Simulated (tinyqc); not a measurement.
Worked calculation: UKS/LDA (VWN5) in the sto-6g basis, for CH2, spin multiplicity 3. One step of it, computed by the program tinyqc.

Task: Iteration 1: diagonalisation and new density. Diagonalise F' = X^T F X, C = X C', fill 5 alpha and 3 beta electrons from the bottom; D(s) = C_occ C_occ^T. Each column has its largest component positive (the first on a tie).

F(alpha) (hartree), lower triangle:
```
            1C 1s      1C 2s    1C 2px     1C 2py     1C 2pz      2H 1s      3H 1s
1C 1s   -8.562975
1C 2s   -2.333446  -0.609510
1C 2px   0.000000   0.000000  0.419905
1C 2py   0.000000   0.000000  0.000000   0.325974
1C 2pz   0.006857  -0.037683  0.000000   0.000000   0.386905
2H 1s   -0.409193  -0.274221  0.000000  -0.133814  -0.071465  -0.169108
3H 1s   -0.409193  -0.274221  0.000000   0.133814  -0.071465  -0.064409  -0.169108
```

F(beta) (hartree), lower triangle:
```
            1C 1s      1C 2s    1C 2px     1C 2py     1C 2pz      2H 1s      3H 1s
1C 1s   -8.534476
1C 2s   -2.312982  -0.514521
1C 2px   0.000000   0.000000  0.534977
1C 2py   0.000000   0.000000  0.000000   0.381919
1C 2pz   0.000540  -0.078135  0.000000   0.000000   0.500838
2H 1s   -0.406228  -0.255781  0.000000  -0.124759  -0.070842  -0.156865
3H 1s   -0.406228  -0.255781  0.000000   0.124759  -0.070842  -0.061462  -0.156865
```

X, lower triangle:
```
            1C 1s      1C 2s    1C 2px     1C 2py     1C 2pz      2H 1s     3H 1s
1C 1s    1.025084
1C 2s   -0.142092   1.178013
1C 2px   0.000000   0.000000  1.000000
1C 2py   0.000000   0.000000  0.000000   1.133282
1C 2pz  -0.006639   0.065506  0.000000   0.000000   1.027719
2H 1s    0.020569  -0.246640  0.000000  -0.235799  -0.104753   1.156562
3H 1s    0.020569  -0.246640  0.000000   0.235799  -0.104753  -0.024279  1.156562
```

Give: F' = X^T F X; orbital energies; coefficients C; F' = X^T F X; orbital energies; coefficients C; D(alpha) after iteration 1; D(beta) after iteration 1.

Result:

F' = X^T F X (alpha) (hartree), lower triangle:
```
        1       2      3       4       5       6      7
1  -8.362
2  -1.336  -0.004
3   0.000   0.000  0.420
4   0.000   0.000  0.000   0.550
5  -0.008   0.052  0.000   0.000   0.435
6  -0.039  -0.206  0.000  -0.252  -0.114   0.006
7  -0.039  -0.206  0.000   0.252  -0.114  -0.033  0.006
```

orbital energies (alpha) (hartree): MO1 -8.572, MO2 -0.231, MO3 -0.144, MO4 0.286, MO5 0.420, MO6 0.557, MO7 0.733

coefficients C (alpha):
```
           MO1     MO2     MO3     MO4    MO5     MO6     MO7
1C 1s    0.991  -0.142   0.000  -0.216  0.000  -0.151   0.000
1C 2s    0.038   0.335   0.000   0.927  0.000   0.750   0.000
1C 2px   0.000   0.000   0.000   0.000  1.000   0.000   0.000
1C 2py   0.000   0.000   0.221   0.000  0.000   0.000   1.160
1C 2pz   0.002   0.077   0.000  -0.534  0.000   0.889   0.000
2H 1s   -0.008   0.526   0.635  -0.375  0.000  -0.544  -0.591
3H 1s   -0.008   0.526  -0.635  -0.375  0.000  -0.544   0.591
```

F' = X^T F X (beta) (hartree), lower triangle:
```
        1       2      3       4       5       6      7
1  -8.336
2  -1.330   0.096
3   0.000   0.000  0.535
4   0.000   0.000  0.000   0.613
5  -0.009   0.014  0.000   0.000   0.549
6  -0.040  -0.206  0.000  -0.256  -0.116   0.015
7  -0.040  -0.206  0.000   0.256  -0.116  -0.033  0.015
```

orbital energies (beta) (hartree): MO1 -8.542, MO2 -0.204, MO3 -0.129, MO4 0.410, MO5 0.535, MO6 0.628, MO7 0.790

coefficients C (beta):
```
           MO1     MO2     MO3     MO4    MO5     MO6     MO7
1C 1s    0.992  -0.126   0.000  -0.241  0.000  -0.120   0.000
1C 2s    0.035   0.270   0.000   1.041  0.000   0.613   0.000
1C 2px   0.000   0.000   0.000   0.000  1.000   0.000   0.000
1C 2py   0.000   0.000   0.198   0.000  0.000   0.000   1.165
1C 2pz   0.003   0.087   0.000  -0.397  0.000   0.958   0.000
2H 1s   -0.008   0.556   0.647  -0.419  0.000  -0.478  -0.578
3H 1s   -0.008   0.556  -0.647  -0.419  0.000  -0.478   0.578
```

D(alpha) after iteration 1, lower triangle:
```
         1C 1s   1C 2s  1C 2px  1C 2py  1C 2pz  2H 1s  3H 1s
1C 1s    1.049
1C 2s   -0.211   0.972
1C 2px   0.000   0.000   1.000
1C 2py   0.000   0.000   0.000   0.049
1C 2pz   0.107  -0.469   0.000   0.000   0.292
2H 1s   -0.002  -0.172   0.000   0.140   0.241  0.821
3H 1s   -0.002  -0.172   0.000  -0.140   0.241  0.014  0.821
```

D(beta) after iteration 1, lower triangle:
```
         1C 1s  1C 2s  1C 2px  1C 2py  1C 2pz   2H 1s  3H 1s
1C 1s    0.999
1C 2s    0.001  0.074
1C 2px   0.000  0.000   0.000
1C 2py   0.000  0.000   0.000   0.039
1C 2pz  -0.008  0.024   0.000   0.000   0.008
2H 1s   -0.078  0.150   0.000   0.128   0.048   0.728
3H 1s   -0.078  0.150   0.000  -0.128   0.048  -0.109  0.728
```
